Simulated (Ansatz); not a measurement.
# CH: the cost of one run

The runs use Ansatz 0.2.0, Gaussian basis; the settings change from run to run.

14 further runs of the same task are left out: 10 that didn't finish, 4 set aside as unsound or not needed. Runs told in other sessions of the task aren't counted.

**1. The geometry**

The geometry derives from a PBE0/def2-TZVP stationary point (not a proven minimum). One bond is set to the value named and the two fragments are kept rigid.

2 atoms, charge 0, spin multiplicity 4.

Atoms are counted from 1 here; the program's logs count them from 0.

No contacts short enough for the rule that draws bonds.

**2. CCSDT(Q)/cc-pVTZ**

in.yaml

```yaml
crystal:
  periodic: [false, false, false]
  atoms:
    - {symbol: C, position_ang: [0.000000, 0.000000, 0.000000]}
    - {symbol: H, position_ang: [0.000000, 0.000000, 1.512000]}
basis:
  gaussian: {orbitals: cc-pVTZ, point_charges: [{charge: -1.00, position_ang: [3.676, 0.450, -0.570]}]}
magnetization: {spin_polarized: true, initial_magnetization: 3}
hamiltonian: {xc: {name: B3LYP}}
correlation: {method: ccsdt_q, electrons: valence}
accuracy: high
```

Started as:

```console
$ ansatz run in.yaml --threads 1 --pin off --events-out ev --progress --plain --max-ram 2393MiB
```

What time and memory should one allow on 1 thread of INTEL XEON PLATINUM 8581C at 2.30GHz, shared host?

About 8.5 s, with a peak of 0.29 GiB.
